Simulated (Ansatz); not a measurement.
# Two attempts at C5H6 (SMILES C#C/C=C/C)

Aim: a single-point energy of C5H6 at RPA/def2-TZVPP (accuracy low).

The calculation is run with Ansatz 0.2.0.

3 further runs of the same task are left out: 1 that didn't finish, 2 set aside as unsound or not needed.

## (1) The molecule

C5H6: 11 atoms, total charge 0, spin state singlet. As SMILES, `C#C/C=C/C`. The coordinates come from a PBE0-D4/def2-TZVP relaxation.

Bond lengths: C1–C2 1.204 Å, C2–C3 1.417 Å, C3–C4 1.335 Å, C4–C5 1.485 Å, C1–H6 1.064 Å, C3–H7 1.088 Å, C4–H8 1.087 Å, C5–H9 1.091 Å, C5–H10 1.095 Å, C5–H11 1.095 Å. Some angles: C1–C2–C3 178.4°, C2–C3–C4 124.1°, C3–C4–C5 124.4°, C2–C1–H6 179.5°, C2–C3–H7 116.4°, C4–C3–H7 119.5°, C3–C4–H8 118.4°, C5–C4–H8 117.2°, C4–C5–H9 111.7°, C4–C5–H10 110.9°.

## (2) First attempt

molecule.yaml

```yaml
basis:
  gaussian:
    orbitals: def2-TZVPP.json
crystal:
  periodic: [false, false, false]
  atoms:
    - symbol: C
      position_ang: [-2.865959, 3.213668, 3.786255]
    - symbol: C
      position_ang: [-1.396697, 2.161280, 2.405432]
    - symbol: C
      position_ang: [0.385882, 0.965650, 0.805401]
    - symbol: C
      position_ang: [-0.175556, -0.912927, -0.782158]
    - symbol: C
      position_ang: [1.681289, -2.175264, -2.465337]
    - symbol: H
      position_ang: [-4.177240, 4.134154, 5.000971]
    - symbol: H
      position_ang: [2.319072, 1.657668, 0.914249]
    - symbol: H
      position_ang: [-2.118383, -1.576032, -0.861715]
    - symbol: H
      position_ang: [3.571015, -1.378555, -2.247640]
    - symbol: H
      position_ang: [1.121741, -1.994039, -4.448982]
    - symbol: H
      position_ang: [1.778610, -4.203318, -2.067360]
accuracy: low
correlation:
  method: rpa
total_charge: 0
hamiltonian:
  xc: hf
  pseudopotentials: {relativity: none}
```

The basis set def2-TZVPP is read from a file made from the Basis Set Exchange's data (not shown).

Started as:

```console
$ ansatz run molecule.yaml --threads 1 --pin off --max-ram 2610MiB --events-out events.jsonl --progress --plain --runs-dir runs
```

What it wrote:

```text
Warning: RAYON_NUM_THREADS=1 ignored (pool sized by the plan → 1); use --threads N
Functional definition: HF
  name "HF"
  exchange = exact_x
  correlation = 0
1381 factors; integrals over basis functions are off by at most 9.1e-4 eV
mean field evaluation 1: about -5186.0586 eV, gradient 3.0e1 eV
mean field evaluation 2: about -5186.2258 eV, gradient 3.0e1 eV
mean field evaluation 4: about -5191.3900 eV, gradient 2.2e1 eV
mean field evaluation 8: about -5194.3457 eV, gradient 1.6e0 eV
mean field evaluation 16: about -5194.4403 eV, gradient 3.0e-1 eV
mean field evaluation 32: about -5184.9828 eV, gradient 3.0e1 eV
mean field evaluation 64: about -5193.3085 eV, gradient 1.2e1 eV
mean field evaluation 96: about -5191.9554 eV, gradient 5.9e0 eV
mean field evaluation 128: about -5193.8932 eV, gradient 7.2e0 eV
mean field evaluation 160: about -5192.2842 eV, gradient 8.1e0 eV
mean field evaluation 192: about -5193.8103 eV, gradient 8.2e-1 eV
mean field evaluation 224: about -5194.4443 eV, gradient 2.1e-1 eV
mean field evaluation 256: about -5194.4480 eV, gradient 6.4e-5 eV
mean field -5194.44798090 eV, -190.8924423747 hartree, gradient 2.6e-6 eV, S^2 0.000000; 13 other end points of the search recorded, 0 dependent functions left out; unrestricted orbitals would lower it
mean field evaluation 288: about -5209.6135 eV, gradient 4.6e-2 eV
unrestricted determinant -5209.62817249 eV, -191.4503041263 hartree, S^2 6.9025
5 core orbitals not correlated: weight in the atoms' cores, before any rotation towards them, 1.000 or more for the frozen orbitals, at most 0.000 for the correlated occupied ones
reference -5194.44798090 eV, -190.8924423747 hartree; 13, 13 occupied and 221, 221 virtual orbitals, 1381 factors
Total energy: -5222.53282905 eV, -191.9245415079 hartree
```

It took 88 s on 1 thread of Arm Neoverse V2, shared host; peak memory 0.47 GiB.

## (3) What went wrong

The program ended normally, but the settings are unsound, so its numbers aren't properties of the molecule.

The cause is that the coordinates are read in the wrong unit, so the molecule is scaled by the ratio of bohr to ångström. As the program read them, the closest atoms are 2.01 Å apart, against 1.06 Å in the sound input.

## (4) Try two

molecule.yaml

```yaml
basis:
  gaussian:
    orbitals: def2-TZVPP.json
crystal:
  periodic: [false, false, false]
  atoms:
    - symbol: C
      position_ang: [-1.516600, 1.700600, 2.003600]
    - symbol: C
      position_ang: [-0.739100, 1.143700, 1.272900]
    - symbol: C
      position_ang: [0.204200, 0.511000, 0.426200]
    - symbol: C
      position_ang: [-0.092900, -0.483100, -0.413900]
    - symbol: C
      position_ang: [0.889700, -1.151100, -1.304600]
    - symbol: H
      position_ang: [-2.210500, 2.187700, 2.646400]
    - symbol: H
      position_ang: [1.227200, 0.877200, 0.483800]
    - symbol: H
      position_ang: [-1.121000, -0.834000, -0.456000]
    - symbol: H
      position_ang: [1.889700, -0.729500, -1.189400]
    - symbol: H
      position_ang: [0.593600, -1.055200, -2.354300]
    - symbol: H
      position_ang: [0.941200, -2.224300, -1.094000]
accuracy: low
correlation:
  method: rpa
total_charge: 0
hamiltonian:
  xc: hf
  pseudopotentials: {relativity: none}
```

The basis set def2-TZVPP is read from a file made from the Basis Set Exchange's data (not shown).

Started as:

```console
$ ansatz run molecule.yaml --threads 1 --pin off --max-ram 2610MiB --events-out events.jsonl --progress --plain --runs-dir runs
```

What it wrote:

```text
Warning: RAYON_NUM_THREADS=1 ignored (pool sized by the plan → 1); use --threads N
[... 4 set-up lines as earlier in the session ...]
1416 factors; integrals over basis functions are off by at most 1.1e-3 eV
mean field evaluation 1: about -5243.3277 eV, gradient 3.4e1 eV
mean field evaluation 2: about -5243.6467 eV, gradient 3.4e1 eV
mean field evaluation 4: about -5246.9386 eV, gradient 3.6e0 eV
mean field evaluation 8: about -5246.9826 eV, gradient 2.5e-1 eV
mean field -5246.98288721 eV, -192.8230645723 hartree, gradient 1.5e-6 eV, S^2 0.000000; 0 other end points of the search recorded, 0 dependent functions left out; unrestricted orbitals would lower it
mean field evaluation 16: about -5246.9399 eV, gradient 2.1e0 eV
5 core orbitals not correlated: weight in the atoms' cores, before any rotation towards them, 1.000 or more for the frozen orbitals, at most 0.000 for the correlated occupied ones
reference -5246.98288721 eV, -192.8230645723 hartree; 13, 13 occupied and 221, 221 virtual orbitals, 1416 factors
Total energy: -5272.53665880 eV, -193.7621483573 hartree
```

Wall time 12 s (1 thread of Arm Neoverse V2, shared host); peak memory 0.49 GiB.

## (5) What came out

At RPA/def2-TZVPP (accuracy low):

| quantity | value |
| --- | --- |
| total energy | -193.76215 Eh |
| RPA correlation energy (valence) | -939.1 mEh |

The first attempt's energy was +50.004 eV off this one. The restricted solution is unstable to spin breaking: an unrestricted one lies lower. The accuracy setting is loose, so the last digits carry no meaning.
